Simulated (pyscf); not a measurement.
HO–B(Cl)–Cl + SiH₄ → H₃Si–O–B(Cl)–Cl + H₂, a four-centre exchange (singlet surface; H–O, H–Si broken, O–Si, H–H formed). PySCF, gas phase, ωB97X-D3(BJ)/def2-SVP geometries. Energies in eV from the separated reactants.

Small-basis levels: PySCF, no dispersion term, spherical d functions. AM1 to PM7: differences of heats of formation from MOPAC, which are fitted to 298 K values and so differ in kind from electronic energies by zero-point and thermal terms. GFN2-xTB: tblite. Cost: rough CPU time at the saddle relative to B3LYP/6-31G*, from one job on a shared machine.

| level | barrier | reaction energy | cost |
|---|---|---|---|
| HF/STO-3G | 3.63 | -0.61 | 0.06 |
| HF/3-21G | 2.35 | -0.91 | 0.09 |
| MP2/6-31G* | 2.15 | -0.87 | 0.2 |
| PBE/6-31G* | 1.74 | -0.57 | 2 |
| B3LYP/STO-3G | 2.22 | -0.79 | 0.7 |
| B3LYP/3-21G | 1.71 | -0.81 | 0.9 |
| B3LYP/LANL2DZ | 2.08 | -0.30 | 0.8 |
| M06-2X/6-31G* | 1.96 | -0.79 | 3 |
| B3LYP/6-311+G** | 2.00 | -0.42 | 2 |
| PBE/def2-SVP | 1.60 | -0.40 | 2 |
| GFN2-xTB | 1.49 | -0.98 | under 0.02 |
| PM6 | 0.10 | -2.08 | under 0.02 |
| ωB97M-D3(BJ)/def2-TZVP | 1.81 | -0.66 | – |

Against the last row the barrier runs from -1.70 (PM6) to +1.82 eV (HF/STO-3G). ωB97M-D3(BJ)/def2-TZVP has limits of its own. The same reactants have a lower exit, to HO–SiH₃ + Cl–BH–Cl (barrier +0.96 eV at ωB97M-D3(BJ)/def2-TZVP, against +1.81 eV here). This is the saddle that the search found; another between the same sides may lie lower.
